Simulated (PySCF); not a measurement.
Isomers of [C6H9]+, one conformer each; single-point electronic energies without zero-point terms and without any empirical dispersion term.

Computed with PySCF at B3LYP/def2-SVPD, non-relativistic, each on one gas-phase PBE0-D3(BJ)/def2-SVP geometry that isn't relaxed in the solvent. The solvent is an IEF-PCM continuum (van der Waals radii × 1.2). Specific hydrogen bonds and non-electrostatic terms are outside this model.

```
             isomer  relative energy, gas (kcal/mol)
`C[C@H]1[CH+]C=CC1`                              0.0
      `CCc1c[c+]1C`                             14.8
    `CC(C)[c+]1cc1`                             29.5
```

Q: How do the relative energies look in chloroform (ε = 4.711)?

A: 
```csv
isomer,"relative energy, solvent (kcal/mol)",E(solvent) − E(gas) (kcal/mol)
`C[C@H]1[CH+]C=CC1`,0.0,-44.4
`CCc1c[c+]1C`,15.7,-43.4
`CC(C)[c+]1cc1`,28.7,-45.1
```

The order is unchanged. Conformers: `[CH3:1][CH2:2][c:3]1[cH:4][c+:5]1[CH3:6]` (charge +1) with C1–C2–C3–C4 0°; `[CH3:1][CH:2]([CH3:3])[c+:4]1[cH:5][cH:6]1` (charge +1) with C1–C2–C4–C5 -25°. `CC(C)[c+]1cc1` gains most from the continuum. The gains span 1.7 kcal/mol, the gas-phase energies 29.5 kcal/mol.
